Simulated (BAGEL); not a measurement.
# CH6BS− (SMILES [BH3-]SC): HF/3-21G (density fitting with qzvpp-jkfit)

Aim: the energy change on altering one bond length of CH6BS− at HF/3-21G (density fitting with qzvpp-jkfit), from 2 runs. 

Program for the calculation: BAGEL 1.2.2.

2 further runs of the same task are left out: 2 set aside as unsound or not needed.

## (1) The structure to begin with

CH6BS−: 9 atoms, total charge -1, spin state singlet. SMILES: `[BH3-]SC`. Geometry: relaxed at GFN2-xTB.

Bond lengths: B1–S2 1.952 Å, S2–C3 1.818 Å, B1–H4 1.211 Å, B1–H5 1.203 Å, B1–H6 1.212 Å, C3–H7 1.089 Å, C3–H8 1.090 Å, C3–H9 1.088 Å. Some angles: B1–S2–C3 97.7°, S2–B1–H4 106.9°, S2–B1–H5 106.8°, S2–B1–H6 107.0°, S2–C3–H7 109.2°, S2–C3–H8 109.3°, S2–C3–H9 109.0°, H4–B1–H5 112.0°, H4–B1–H6 111.7°, H5–B1–H6 112.0°.

## (2) The energy at HF/3-21G (density fitting with qzvpp-jkfit)

input.json

```json
{ "bagel" : [

{
  "title" : "molecule",
  "basis" : "3-21g",
  "df_basis" : "qzvpp-jkfit",
  "angstrom" : true,
  "geometry" : [
    { "atom" : "B", "xyz" : [   -0.618650,    0.654210,   -1.106450 ] },
    { "atom" : "S", "xyz" : [    1.109260,    0.563060,   -0.203960 ] },
    { "atom" : "C", "xyz" : [    0.645970,   -0.629560,    1.087830 ] },
    { "atom" : "H", "xyz" : [   -0.878720,   -0.466720,   -1.485030 ] },
    { "atom" : "H", "xyz" : [   -0.491280,    1.422310,   -2.023830 ] },
    { "atom" : "H", "xyz" : [   -1.423490,    1.049130,   -0.291080 ] },
    { "atom" : "H", "xyz" : [   -0.177570,   -0.222320,    1.673300 ] },
    { "atom" : "H", "xyz" : [    0.327520,   -1.560850,    0.620290 ] },
    { "atom" : "H", "xyz" : [    1.506950,   -0.809250,    1.728930 ] }
  ]
},
{
  "title" : "hf",
  "charge" : -1
},
{
  "title" : "print",
  "file" : "orbitals.molden",
  "orbitals" : true
}

]}
```

Launch:

```sh
BAGEL_NUM_THREADS=1 BAGEL input.json > input.out
```

The log of the run:

```text
* using 1 threads per process

  ===============================================================
  ===============================================================

  *** Geometry ***

  { "atom" : "B", "xyz" : [     -1.169079,      1.236278,     -2.090887 ] },
  { "atom" : "S", "xyz" : [      2.096198,      1.064029,     -0.385429 ] },
  { "atom" : "C", "xyz" : [      1.220706,     -1.189696,      2.055701 ] },
  { "atom" : "H", "xyz" : [     -1.660540,     -0.881973,     -2.806300 ] },
  { "atom" : "H", "xyz" : [     -0.928385,      2.687776,     -3.824484 ] },
  { "atom" : "H", "xyz" : [     -2.690006,      1.982568,     -0.550061 ] },
  { "atom" : "H", "xyz" : [     -0.335559,     -0.420124,      3.162079 ] },
  { "atom" : "H", "xyz" : [      0.618923,     -2.949579,      1.172178 ] },
  { "atom" : "H", "xyz" : [      2.847723,     -1.529261,      3.267204 ] },

  Number of auxiliary basis functions:      386

  Since a DF basis is specified, we compute 2- and 3-index integrals:
    o Being stored without compression. Storage requirement is 0.006 GB

  Number of basis functions:       43
  Number of electrons      :       33

    * METHOD: MOLECULE                             0.19

  *** RHF ***

  === Nuclear Repulsion ===
    99.4017758891

      * DIIS with orbital gradients will be used.

  === RHF iteration (3-21g) ===
      0       -461.19507005          0.01573879           0.03
      1       -461.24555448          0.00330011           0.03
      2       -461.24904637          0.00105037           0.03
      3       -461.24936367          0.00015407           0.03
      4       -461.24937466          0.00006227           0.03
      5       -461.24937596          0.00001240           0.04
      6       -461.24937605          0.00000306           0.04
      7       -461.24937605          0.00000082           0.04
      8       -461.24937605          0.00000014           0.04
      9       -461.24937605          0.00000004           0.03
     10       -461.24937605          0.00000001           0.03
     11       -461.24937605          0.00000000           0.02
    * SCF iteration converged.

    * Permanent dipole moment:
           (   -0.710257,     0.835517,    -1.376729) a.u.

    * METHOD: HF                                   0.54

    * METHOD: PRINT                                0.00

  ===============================================================
```

Run time: 1.3 s. Hardware: 1 thread of Intel Xeon at 2.50GHz (Skylake/Cascade Lake), shared host.

## (3) The distorted shape at the same level

input.json

```json
{ "bagel": [

{
  "title": "molecule",
  "basis": "3-21g",
  "df_basis": "qzvpp-jkfit",
  "angstrom": true,
  "geometry": [
    { "atom": "B", "xyz": [      -0.570877,       0.793920,      -1.036311 ] },
    { "atom": "S", "xyz": [       1.157033,       0.702770,      -0.133821 ] },
    { "atom": "C", "xyz": [       0.693743,      -0.489850,       1.157969 ] },
    { "atom": "H", "xyz": [      -0.830947,      -0.327010,      -1.414891 ] },
    { "atom": "H", "xyz": [      -0.443507,       1.562020,      -1.953691 ] },
    { "atom": "H", "xyz": [      -1.375717,       1.188840,      -0.220941 ] },
    { "atom": "H", "xyz": [      -0.129797,      -0.082610,       1.743439 ] },
    { "atom": "H", "xyz": [       0.327520,      -1.560850,       0.620290 ] },
    { "atom": "H", "xyz": [       1.554723,      -0.669540,       1.799069 ] }
  ]
},

{
  "title": "hf",
  "charge": -1
},

{
  "title": "print",
  "file": "orbitals.molden",
  "orbitals": true
}

]}
```

Launch:

```sh
BAGEL_NUM_THREADS=1 BAGEL input.json > input.out
```

The log of the run:

```text
* using 1 threads per process

  ===============================================================
  ===============================================================

  *** Geometry ***

  { "atom" : "B", "xyz" : [     -1.078801,      1.500291,     -1.958344 ] },
  { "atom" : "S", "xyz" : [      2.186475,      1.328043,     -0.252885 ] },
  { "atom" : "C", "xyz" : [      1.310984,     -0.925682,      2.188244 ] },
  { "atom" : "H", "xyz" : [     -1.570262,     -0.617959,     -2.673756 ] },
  { "atom" : "H", "xyz" : [     -0.838107,      2.951790,     -3.691941 ] },
  { "atom" : "H", "xyz" : [     -2.599728,      2.246582,     -0.417518 ] },
  { "atom" : "H", "xyz" : [     -0.245281,     -0.156110,      3.294622 ] },
  { "atom" : "H", "xyz" : [      0.618923,     -2.949579,      1.172178 ] },
  { "atom" : "H", "xyz" : [      2.938001,     -1.265247,      3.399748 ] },

  Number of auxiliary basis functions:      386

  Since a DF basis is specified, we compute 2- and 3-index integrals:
    o Being stored without compression. Storage requirement is 0.006 GB

  Number of basis functions:       43
  Number of electrons      :       33

    * METHOD: MOLECULE                             0.33

  *** RHF ***

  === Nuclear Repulsion ===
    98.7968059750

      * DIIS with orbital gradients will be used.

  === RHF iteration (3-21g) ===
      0       -461.18071882          0.01545492           0.03
      1       -461.23132910          0.00333234           0.03
      2       -461.23500012          0.00107145           0.03
      3       -461.23536101          0.00016559           0.03
      4       -461.23537659          0.00005067           0.03
      5       -461.23537761          0.00001174           0.04
      6       -461.23537769          0.00000310           0.03
      7       -461.23537769          0.00000090           0.03
      8       -461.23537769          0.00000017           0.02
      9       -461.23537769          0.00000006           0.03
     10       -461.23537769          0.00000001           0.03
     11       -461.23537769          0.00000001           0.03
    * SCF iteration converged.

    * Permanent dipole moment:
           (   -0.728149,     0.758139,    -1.375260) a.u.

    * METHOD: HF                                   0.53

    * METHOD: PRINT                                0.01

  ===============================================================
```

It took 1.3 s on 1 thread of Intel Xeon at 2.50GHz (Skylake/Cascade Lake), shared host.

## (4) What came out

At HF/3-21G (density fitting with qzvpp-jkfit):

```
                                                              quantity          value
                                             first shape: total energy  -461.24938 Eh
                                              first shape: HOMO energy       -3.11 eV
                                              first shape: LUMO energy       11.38 eV
    first shape: HOMO–LUMO gap (to an unbound level, set by the basis)       14.49 eV
                                         distorted shape: total energy  -461.23538 Eh
                                          distorted shape: HOMO energy       -3.14 eV
                                          distorted shape: LUMO energy       11.05 eV
distorted shape: HOMO–LUMO gap (to an unbound level, set by the basis)       14.19 eV
     energy change with the C3–H8 bond stretched from 1.090 to 1.253 Å       0.381 eV
```

With the C3–H8 bond stretched from 1.090 to 1.253 Å the energy rises by 0.38 eV (36.8 kJ/mol). The first shape isn't relaxed at this level, so the change isn't measured from a minimum.
